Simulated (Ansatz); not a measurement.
Worked example: B–BH–F⁺, doublet against B–BH–F, triplet

Geometry (PBE0/def2-TZVP stationary point of a triplet), kept for both states (B–BH–F, triplet: A''; B–BH–F⁺, doublet: A'):

```yaml
atoms:
  - { symbol: B, position_ang: [0.0000, -0.2860, 1.6155] }
  - { symbol: B, position_ang: [0.0000, 0.4445, 0.1548] }
  - { symbol: F, position_ang: [0.0000, -0.1777, -1.0181] }
  - { symbol: H, position_ang: [0.0000, 1.6488, 0.2021] }
```

Basis cc-pVTZ; Ansatz 0.2.0. Correlated methods freeze the noble-gas cores. R marks a restricted (for open shells ROHF) determinant, U an unrestricted one.

Full CI isn't at hand for all of this; UCCSDT(Q) serves as the reference, and is uncertain by about the last step of the cluster series.

| level | E(B–BH–F, triplet) (hartree) | E(B–BH–F⁺, doublet) (hartree) |
| --- | --- | --- |
| UHF | -149.360072 | -149.042940 |
| UMP2 | -149.748257 | -149.417078 |
| UCCSD(T) | -149.784356 | -149.451432 |
| PBE | -149.891191 | -149.553332 |
| wB97M-V | -150.018021 | -149.685793 |
| UCCSDT(Q) | -149.786050 | -149.452847 |

Question: Give the vertical gap, B–BH–F⁺ doublet less B–BH–F triplet, at each level in eV (1 hartree = 27.2114 eV), and each error against UCCSDT(Q).

Answer: UCCSDT(Q): (-149.452847 − (-149.786050)) × 27.2114 = 9.067 eV (the reference)
wB97M-V: (-149.685793 − (-150.018021)) × 27.2114 = 9.040 eV, error -0.027 eV
PBE: (-149.553332 − (-149.891191)) × 27.2114 = 9.194 eV, error 0.127 eV
UCCSD(T): (-149.451432 − (-149.784356)) × 27.2114 = 9.059 eV, error -0.008 eV
UMP2: (-149.417078 − (-149.748257)) × 27.2114 = 9.012 eV, error -0.055 eV
UHF: (-149.042940 − (-149.360072)) × 27.2114 = 8.630 eV, error -0.437 eV

Total energies of functionals can't be set beside those of wave-function methods, since they hold the core's correlation and their own absolute errors; only the differences compare.

The reference still carries a basis error, for a change of charge of the order of 0.1 eV, so smaller errors of functionals can't be ranked.

Each level lands on the state that its own search finds. T1 diagnostics of restricted CCSD: 0.027 and 0.027.
